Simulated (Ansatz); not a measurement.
Working through the interaction energy of a dimer with the counterpoise correction of C2H3N, SMILES C#CN

Program: the Ansatz DFT code, driven from Python.

Run as a notebook:

```python
import ansatz as az
```

```python
FIRST = [
    ("C", (-1.1898, -0.5136, -0.7013)),
    ("C", (-0.2493, -0.1994, -0.1)),
    ("N", (0.93, 0.1349, 0.6347)),
    ("H", (-2.0455, -0.7068, -1.2598)),
    ("H", (1.7368, 0.4428, 0.0473)),
    ("H", (0.8178, 0.8423, 1.3791)),
]
SECOND = [
    ("C", (0.816, 3.0768, -2.2119)),
    ("C", (-0.1693, 2.4677, -2.1566)),
    ("N", (-1.3981, 1.7384, -2.1392)),
    ("H", (1.7351, 3.5632, -2.2021)),
    ("H", (-1.3603, 0.8093, -2.6147)),
    ("H", (-1.8204, 1.5793, -1.2099)),
]
```

```python
def energy(atoms, ghosts=()):
    molecule = az.Crystal.molecule()
    for symbol, xyz in atoms:
        molecule = molecule.atom(symbol, xyz)
    calc = (
        molecule.calculation()
        .basis(gaussian="cc-pVDZ")
        .functional("pbe0")
    )
    deck = calc.input()
    if ghosts:
        deck = deck.set(az.key.basis.gaussian.ghost_atoms, [{"symbol": s, "position_ang": list(xyz)} for s, xyz in ghosts])
    return az.Session.from_dict(deck).plan().execute().report["free_energy_ev"]
```

```python
both = energy(FIRST + SECOND)
alone = energy(FIRST) + energy(SECOND)
ghosted = energy(FIRST, SECOND) + energy(SECOND, FIRST)
print(f"dimer {both:.6f} eV")
print(f"interaction, uncorrected   {23.060548 * (both - alone):8.3f} kcal/mol")
print(f"interaction, counterpoise  {23.060548 * (both - ghosted):8.3f} kcal/mol")
print(f"basis-set superposition    {23.060548 * (alone - ghosted):8.3f} kcal/mol")
```

    dimer -7211.779460 eV
    interaction, uncorrected      5.043 kcal/mol
    interaction, counterpoise     7.043 kcal/mol
    basis-set superposition       2.000 kcal/mol

Uncorrected it is 5.043 kcal/mol, with the counterpoise correction 7.043 kcal/mol; the difference, 2.00 kcal/mol, is the superposition error. In this basis both values are repulsive.

Reading the output:
- Total energies depend on the basis set; only differences at equal settings carry meaning.
- The dimer is a generated trial pose of unrelaxed monomers, not a minimum, so the figure is no binding energy, and the basis set is small.
- This level lacks the dispersion part of the attraction (electrostatics and induction are there), which can decide the sign where the interaction is weak.
- Timing: 14 s on 1 thread of Arm Neoverse V1 (shared host), peak memory 0.28 GiB.

(Lines on the test bed's own set-up are left out of the output.)
